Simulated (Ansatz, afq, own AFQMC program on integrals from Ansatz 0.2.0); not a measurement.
# Where AFQMC and coupled cluster stand for Br, doublet

A free Br atom.

Basis cc-pVDZ. Only valence electrons are correlated. AFQMC by an in-house program on the Cholesky factors that Ansatz 0.2.0 writes for its CCSD(T) run. ph-AFQMC/CISD is guided by a CISD state made of CCSD amplitudes; releasing the constraint for a short imaginary time cuts its bias at the price of noise, slowly where states lie close. Free AFQMC starts from the CCSD state and is never constrained. Its projection time is finite, and what remains of the start isn't in its error. Uncertainties: one standard error, sampling alone. No spin–orbit coupling.

Determinant: UHF, the one that the program's search chose, which needn't be the lowest solution.

Full CI on the same integrals is exact in this basis and with this determinant's frozen core.

Cautions: no relativity below Rb; no spin-orbit coupling; inner d shell frozen.

* T1 diagnostic: 0.0050
* weight of the determinant in the CISD state: 0.951
* ⟨S²⟩ of the determinant: 0.756
* size of the correlated space: 7 electrons in 13 orbitals

Reference: full CI, correlation energy -2.934 eV. The released energy is read at 1.50 1/Eh (meV from the phaseless value at times in 1/Eh: -0.2 ± 0.8 at 0.24, -0.8 ± 0.6 at 0.50, -1.4 ± 0.7 at 1.00, -0.7 ± 0.6 at 1.50).

```json
{"level": "HF", "E − E(reference) (kcal/mol)": "67.67", "share of correlation (%)": "0.00"}
{"level": "MP2", "E − E(reference) (kcal/mol)": "9.65", "share of correlation (%)": "85.74"}
{"level": "CCSD", "E − E(reference) (kcal/mol)": "0.72", "share of correlation (%)": "98.93"}
{"level": "CCSD(T)", "E − E(reference) (kcal/mol)": "0.20", "share of correlation (%)": "99.71"}
{"level": "CCSDT", "E − E(reference) (kcal/mol)": "0.10", "share of correlation (%)": "99.86"}
{"level": "CCSDT(Q)", "E − E(reference) (kcal/mol)": "0.01", "share of correlation (%)": "99.98"}
{"level": "CCSDTQ", "E − E(reference) (kcal/mol)": "0.00", "share of correlation (%)": "100.00"}
{"level": "ph-AFQMC/HF", "E − E(reference) (kcal/mol)": "0.95 ± 0.30", "share of correlation (%)": "98.60"}
{"level": "ph-AFQMC/CISD", "E − E(reference) (kcal/mol)": "0.03 ± 0.01", "share of correlation (%)": "99.96"}
{"level": "released AFQMC", "E − E(reference) (kcal/mol)": "0.01 ± 0.01", "share of correlation (%)": "99.98"}
{"level": "free AFQMC", "E − E(reference) (kcal/mol)": "0.01 ± 0.01", "share of correlation (%)": "99.98"}
```

CCSDT and higher add their correlation energy to the determinant of the CCSD(T) run, since their own runs factorise the integrals more tightly (a shift of under 2 meV). Free projections are given only where their last times agree within the noise and don't stop above the reference; a slow remainder of the start can still hide under it. A walk keeps the symmetry of its determinant, which the program's search chose and which needn't be the lowest solution, so a lower state of the same spin and another symmetry isn't excluded. Released energies are given only where the last usable release times agree within the noise; a slower fall can still hide under it.
